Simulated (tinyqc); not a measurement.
Worked calculation: extended Hueckel theory, for H3O+. The parameters take no account of the charge, which enters only through the electron count. One step of it, computed by the program tinyqc.

Question. Wolfsberg-Helmholz matrix. H_ij = K' S_ij (H_ii + H_jj)/2 for i != j (the diagonal keeps H_ii), with K' = K + D^2 + D^4 (1 - K), D = (H_ii - H_jj)/(H_ii + H_jj), K = 1.5.

overlap S:
```
           1O 2s     1O 2px     1O 2py     1O 2pz      2H 1s      3H 1s      4H 1s
1O 2s   1.000000   0.000000   0.000000   0.000000   0.453744   0.453750   0.453750
1O 2px  0.000000   1.000000   0.000000   0.000000   0.368611  -0.184309  -0.184309
1O 2py  0.000000   0.000000   1.000000   0.000000   0.000000   0.319228  -0.319228
1O 2pz  0.000000   0.000000   0.000000   1.000000  -0.124075  -0.124077  -0.124077
2H 1s   0.453744   0.368611   0.000000  -0.124075   1.000000   0.201031   0.201031
3H 1s   0.453750  -0.184309   0.319228  -0.124077   0.201031   1.000000   0.201036
4H 1s   0.453750  -0.184309  -0.319228  -0.124077   0.201031   0.201036   1.000000
```

diagonal H_ii (eV): 1O 2s -32.300000, 1O 2px -14.800000, 1O 2py -14.800000, 1O 2pz -14.800000, 2H 1s -13.600000, 3H 1s -13.600000, 4H 1s -13.600000

K = 1.500000

Give: H.

Answer.

H (eV):
```
           1O 2s    1O 2px    1O 2py    1O 2pz     2H 1s     3H 1s     4H 1s
1O 2s   -32.3000    0.0000    0.0000    0.0000  -17.2051  -17.2054  -17.2054
1O 2px    0.0000  -14.8000    0.0000    0.0000   -7.8607    3.9304    3.9304
1O 2py    0.0000    0.0000  -14.8000    0.0000    0.0000   -6.8076    6.8076
1O 2pz    0.0000    0.0000    0.0000  -14.8000    2.6459    2.6460    2.6460
2H 1s   -17.2051   -7.8607    0.0000    2.6459  -13.6000   -4.1010   -4.1010
3H 1s   -17.2054    3.9304   -6.8076    2.6460   -4.1010  -13.6000   -4.1011
4H 1s   -17.2054    3.9304    6.8076    2.6460   -4.1010   -4.1011  -13.6000
```
